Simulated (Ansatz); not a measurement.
# C3H5FS: the cost of one run

Computed with the Python package of Ansatz 0.2.0. Level of theory: Hartree-Fock/cc-pVDZ.

## Step 1: The structure

Bond lengths: C1–C2 1.489 Å, C2–S3 1.729 Å, C2–C4 1.493 Å, S3–C4 1.717 Å, C4–F5 1.383 Å, C1–H6 1.095 Å, C1–H7 1.096 Å, C1–H8 1.095 Å, C2–H9 1.082 Å, C4–H10 1.080 Å. Angles (14 of 19 angles, heavy atoms first): C1–C2–S3 118.2°, C1–C2–C4 120.6°, S3–C2–C4 63.9°, C2–S3–C4 51.3°, C2–C4–S3 64.7°, C2–C4–F5 118.0°, S3–C4–F5 117.3°, C1–C2–H9 112.3°, S3–C2–H9 115.7°, C4–C2–H9 118.1°, C2–C1–H6 109.8°, C2–C1–H7 113.0°, C2–C1–H8 110.4°, C2–C4–H10 120.7°.

The script holds or builds the structure itself.

## Step 2: The script

bde.py reads:

```python
import ansatz as az

SETTINGS = {
    "basis_set": "cc-pVDZ",
    "xc": "HF",
}


def energy_of(molecule, charge=0, unpaired=0):
    calc = molecule.calculation().basis(gaussian=SETTINGS["basis_set"]).functional(SETTINGS["xc"])
    if charge:
        calc = calc.charge(charge)
    if unpaired:
        calc = calc.spin("collinear", total=unpaired)
    report = calc.run(threads=1, pin="off").report
    if report["published_state_doubts"]:
        print("  doubts:", report["published_state_doubts"])
    return report["free_energy_ev"]

GEOMETRY = """
C     1.06170   -0.18630   -0.60760
C     0.12830   -0.13280    0.55150
S    -1.12720   -1.31830    0.64390
C    -1.26590    0.37320    0.38060
F    -1.65660    0.79000   -0.87930
H     1.56370    0.77990   -0.72350
H     0.55750   -0.41460   -1.55330
H     1.83320   -0.94550   -0.44110
H     0.63920    0.08320    1.48060
H    -1.73390    0.97100    1.14830
"""

def without(molecule, index):
    rest = az.Crystal.molecule()
    for i, site in enumerate(molecule.cartesian_sites):
        if i != index:
            rest = rest.atom(site.symbol, site.position_ang)
    return rest

c3h5fs = az.Crystal.molecule()
for line in GEOMETRY.strip().splitlines():
    symbol, *xyz = line.split()
    c3h5fs = c3h5fs.atom(symbol, [float(v) for v in xyz])

whole = energy_of(c3h5fs, 0)
hydrogen = energy_of(az.Crystal.molecule().atom("H", (0, 0, 0)), 0, 1)
print(f"E(molecule) = {whole:.5f} eV, E(H) = {hydrogen:.5f} eV")
for index in [7, 8, 9]:
    radical = energy_of(without(c3h5fs, index), 0, 1)
    print(f"H{index}: homolysis {(radical + hydrogen - whole):.3f} eV")
```

## Step 3: The input behind the calls

The engine receives this input (first run):

```yaml
crystal:
  periodic: [false, false, false]
  atoms:
    - { symbol: C, position_ang: [1.0617, -0.1863, -0.6076] }
    - { symbol: C, position_ang: [0.1283, -0.1328, 0.5515] }
    - { symbol: S, position_ang: [-1.1272, -1.3183, 0.6439] }
    - { symbol: C, position_ang: [-1.2659, 0.3732, 0.3806] }
    - { symbol: F, position_ang: [-1.6566, 0.79, -0.8793] }
    - { symbol: H, position_ang: [1.5637, 0.7799, -0.7235] }
    - { symbol: H, position_ang: [0.5575, -0.4146, -1.5533] }
    - { symbol: H, position_ang: [1.8332, -0.9455, -0.4411] }
    - { symbol: H, position_ang: [0.6392, 0.0832, 1.4806] }
    - { symbol: H, position_ang: [-1.7339, 0.971, 1.1483] }
basis:
  gaussian:
    orbitals: cc-pVDZ
hamiltonian:
  xc: hf
```

## Step 4: Launch

On the command line:

```sh
$ python bde.py
```

Q: Estimate wall time and peak memory on 1 thread of Arm Neoverse V1, shared host.

About 7.6 s, with a peak of 0.26 GiB.
